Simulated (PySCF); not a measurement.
## `C1CC1`, C$_{3}$H$_{6}$

Geometry (Å), atoms numbered from 1 in this order:
```xyz
9

C    -0.7568   -0.4625    0.0209
C     0.7374   -0.4655    0.1407
C     0.0118    0.8122   -0.1556
H    -1.3489   -0.5874    0.9316
H    -1.2055   -0.9224   -0.8640
H     1.1763   -0.5927    1.1342
H     1.3196   -0.9276   -0.6613
H    -0.0500    1.5667    0.6335
H     0.0934    1.2319   -1.1620
```

Method used: GIAO B3LYP/pcSseg-0 magnetisability, rotational g tensor and spin-rotation constants, non-relativistic, gas phase in PySCF. Geometry: PBE0-D3(BJ)/def2-SVP.

(1) Give the nuclear spin-rotation constants along the inertial axes (H = +C I·J) beside the isotropic shieldings.

## Answers

(1) Rotational constants 20.1981, 20.1957, 12.6673 GHz. A star marks the isotopologue with that one atom substituted, in its own axes.
| atom | isotope | Caa (kHz) | Cbb (kHz) | Ccc (kHz) | mean (kHz) | σ (ppm) |
| --- | --- | --- | --- | --- | --- | --- |
| H4 | 1H | -1.944 | -1.944 | -0.557 | -1.482 | 32.4 |
| H5 | 1H | -1.944 | -1.944 | -0.557 | -1.482 | 32.4 |
| H6 | 1H | -1.944 | -1.944 | -0.557 | -1.482 | 32.4 |
| H7 | 1H | -1.944 | -1.944 | -0.557 | -1.482 | 32.4 |
| H8 | 1H | -1.944 | -1.944 | -0.557 | -1.482 | 32.4 |
| H9 | 1H | -1.944 | -1.944 | -0.557 | -1.482 | 32.4 |
| C1 | 13C* | 3.583 | 2.101 | 0.654 | 2.112 | 187.8 |

Where two moments of inertia are equal or nearly so, the constants along those axes are given as their average.
For the geometry as given, no vibrational averaging.
